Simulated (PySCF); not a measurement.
Molecule: SMILES CNO, CH₅NO.

Geometry (Å), atoms numbered from 1 in this order:
```xyz
8

C    -0.532    0.007    0.632
N    -0.003    0.138   -0.705
O     1.352   -0.257   -0.695
H     0.087    0.499    1.408
H    -1.541    0.447    0.648
H    -0.623   -1.058    0.893
H     0.025    1.128   -0.949
H     1.374   -0.992   -1.316
```

Spin–spin couplings on one PBE0-D3(BJ)/def2-SVP geometry, PySCF, gas phase, non-relativistic, equivalent pairs averaged; isotopes $^{13}$C, $^{1}$H, $^{17}$O, $^{15}$N; basis pcJ-1.

Task: How do the couplings (Hz) change with the functional? Times are CPU seconds on shared hosts with different chips, so compare them loosely.

Result: 
| functional | functions | $^{1}J$(C1,H4) | $^{1}J$(O3,H8) | $^{1}J$(N2,H7) | $^{1}J$(C1,N2) | $^{2}J$(H4,H5) | $^{2}J$(C1,H7) | $^{2}J$(O3,H7) | core-s |
| --- | --- | --- | --- | --- | --- | --- | --- | --- | --- |
| HF | 131 | 169.0 | -102.7 | -87.2 | -17.2 | -26.4 | -11.5 | -7.8 | 4.4 |
| LDA | 131 | 105.6 | -52.8 | -54.0 | 3.4 | -7.5 | 0.9 | -8.3 | 5.2 |
| PBE | 131 | 126.9 | -52.7 | -59.6 | 1.3 | -10.7 | 0.2 | -9.3 | 8.5 |
| KT2 | 131 | 133.6 | -49.3 | -61.1 | 5.2 | -14.9 | -0.6 | -10.7 | 9 |
| B3LYP | 131 | 139.4 | -64.9 | -66.9 | -2.2 | -12.2 | -1.0 | -9.6 | 11 |
| PBE0 | 131 | 131.4 | -62.2 | -63.7 | -2.0 | -12.8 | -1.7 | -9.1 | 8.5 |
| B97-2 | 131 | 126.0 | -62.8 | -61.4 | -2.0 | -11.0 | -1.1 | -8.7 | 8.1 |
| BHandHLYP | 131 | 150.1 | -78.9 | -74.3 | -7.1 | -15.3 | -3.6 | -9.4 | 9.1 |
| CAM-B3LYP | 131 | 136.9 | -66.8 | -67.2 | -3.2 | -12.6 | -1.4 | -9.3 | 11 |
